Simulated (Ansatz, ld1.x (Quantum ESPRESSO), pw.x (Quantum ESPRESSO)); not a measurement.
**What a changed setting does to a pw.x run (sc B)**

Potential: PAW, ld1.x (Quantum ESPRESSO) 7.5, LDA (PW92); core [He], reference 2s1 2p0; waves: 2s (bound): rcut 1.20, rcutus 1.65 bohr; 2s channel at -1.9 Ry: rcut 1.20, rcutus 1.65 bohr; 2p (bound, empty): rcut 2.20, rcutus 2.40 bohr; 2p channel at -1.5 Ry: rcut 2.20, rcutus 2.40 bohr; 3d channel at 0.2 Ry: rcut 1.50, rcutus 1.76 bohr; local part: all-electron potential smoothed inside 1.55 bohr (lloc = -1); core correction: a·sin(br)/r model core inside 0.85 bohr; augmentation: BESSEL, radius 1.35 bohr.

The reference run (k-mesh 17³, cutoffs 40/320 Ry, Fermi–Dirac 0.01 Ry, mixing_beta 0.4, conv_thr 1e-9, no spin) gives 1.05 GPa at 6.519 Å³/atom, where all-electron LAPW gives -1.14 GPa. This run, with its own iteration cap, changes diagonalization to cg.

```
&control
  calculation='scf', prefix='x', pseudo_dir='./', outdir='./tmp', tstress=.true., disk_io='none'
/
&system
  ibrav=0, nat=1, ntyp=1, ecutwfc=40, ecutrho=320, nbnd=8,
  occupations='smearing', smearing='fd', degauss=0.01
/
&electrons
  conv_thr=1e-09, mixing_beta=0.4, electron_maxstep=70, diagonalization='cg'
/
ATOMIC_SPECIES
B 1.0 B.UPF
CELL_PARAMETERS angstrom
  1.86807221 0.00000000 0.00000000
  0.00000000 1.86807221 0.00000000
  0.00000000 0.00000000 1.86807221
ATOMIC_POSITIONS crystal
B 0.0000 0.0000 0.0000
K_POINTS automatic
17 17 17 0 0 0
```

```bash
pw.x < B.scf.in > B.scf.out
```

Question: How does the run end?

Answer: It converges in 7 iterations; the free energy moves by +0.0 meV/atom and the pressure by +0.00 GPa. The result is that of the reference run.

```
Message from routine setup:
     using ibrav=0 with symmetry is DISCOURAGED, use correct ibrav instead
     lattice parameter (alat)  =       3.5301  a.u.
     unit-cell volume          =      43.9924 (a.u.)^3
     number of electrons       =         3.00
     number of Kohn-Sham states=            8
     kinetic-energy cutoff     =      40.0000  Ry
     charge density cutoff     =     320.0000  Ry
     scf convergence threshold =      1.0E-09
     Exchange-correlation= SLA  PW   NOGX NOGC
     number of k points=   165  Fermi-Dirac smearing, width (Ry)=  0.0100
     iteration #  1     ecut=    40.00 Ry     beta= 0.40
     total energy              =     -10.88562869 Ry
     estimated scf accuracy    <       0.02209332 Ry
     iteration #  2     ecut=    40.00 Ry     beta= 0.40
     total energy              =     -10.90300922 Ry
     estimated scf accuracy    <       0.00717419 Ry
     iteration #  3     ecut=    40.00 Ry     beta= 0.40
     total energy              =     -10.90404087 Ry
     estimated scf accuracy    <       0.00020617 Ry
     iteration #  4     ecut=    40.00 Ry     beta= 0.40
     total energy              =     -10.90404801 Ry
     estimated scf accuracy    <       0.00001391 Ry
     iteration #  5     ecut=    40.00 Ry     beta= 0.40
     total energy              =     -10.90404887 Ry
     estimated scf accuracy    <       0.00000001 Ry
     iteration #  6     ecut=    40.00 Ry     beta= 0.40
     total energy              =     -10.90404891 Ry
     estimated scf accuracy    <          4.9E-09 Ry
     iteration #  7     ecut=    40.00 Ry     beta= 0.40
     the Fermi energy is    10.4219 ev
!    total energy              =     -10.90404892 Ry
     estimated scf accuracy    <          9.5E-12 Ry
     smearing contrib. (-TS)   =      -0.00135164 Ry
     The total energy is F=E-TS. E is the sum of the following terms:
     one-electron contribution =       3.95161053 Ry
     hartree contribution      =       0.09678373 Ry
     xc contribution           =      -2.46985098 Ry
     ewald contribution        =      -7.23360608 Ry
     one-center paw contrib.   =      -5.24763448 Ry
     convergence has been achieved in   7 iterations
          total   stress  (Ry/bohr**3)                   (kbar)     P=       10.52
     Message from routine punch:
     Nothing written, as per user request (disk_io='none')
```

The run took about 3.1 s on one core of a shared host (Neoverse-V2, 96 threads, 742 GiB, load 70).
